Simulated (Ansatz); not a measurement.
Cubic perovskite KTaO₃, relaxed in Ansatz (plane waves) with several semilocal functionals. Each gives its own volume and its own bulk modulus:

```json
[
 {"level": "LDA", "V0 (Å³/atom)": "12.346", "bulk modulus B0 (GPa)": "217.8", "ln V0": "2.5133", "ln B0": "5.3836"},
 {"level": "PBEsol", "V0 (Å³/atom)": "12.660", "bulk modulus B0 (GPa)": "202.6", "ln V0": "2.5384", "ln B0": "5.3112"},
 {"level": "PBE", "V0 (Å³/atom)": "13.037", "bulk modulus B0 (GPa)": "188.0", "ln V0": "2.5678", "ln B0": "5.2364"}
]
```

Task: Fit a straight line to ln B0 against ln V0. What does it predict for r²SCAN, whose volume is 12.706 Å³/atom?

Result: With x = ln V0 and y = ln B0: means 2.53983 and 5.31040; Σ(Δx Δy) = -0.004013, Σ(Δx²) = 0.001488, so the slope is -2.70. At x = 2.5421 the line gives y = 5.31040 + (-2.70) × (2.5421 − 2.53983) = 5.3043, or 201.2 GPa. The run with r²SCAN gives 209.0 GPa, +3.9 % from the line. The rows used scatter about it by up to 0.3 %, while the largest value lies 16 % above the smallest. For comparison, PBE's own equation of state has B′ = 4.5, the slope −d ln B/d ln V at a fixed functional; the two needn't agree, since functionals also differ at one volume.

Measured: 220 GPa (measured, temperature not stated, no zero-point or thermal correction; as tabulated in Tinte et al. (1998), arXiv:cond-mat/9809379).

Ansatz's density-functional and Hartree–Fock values are scalar-relativistic unless marked +SOC, with PAW data made under PBE.

Ansatz is a quantum-chemistry and plane-wave program.
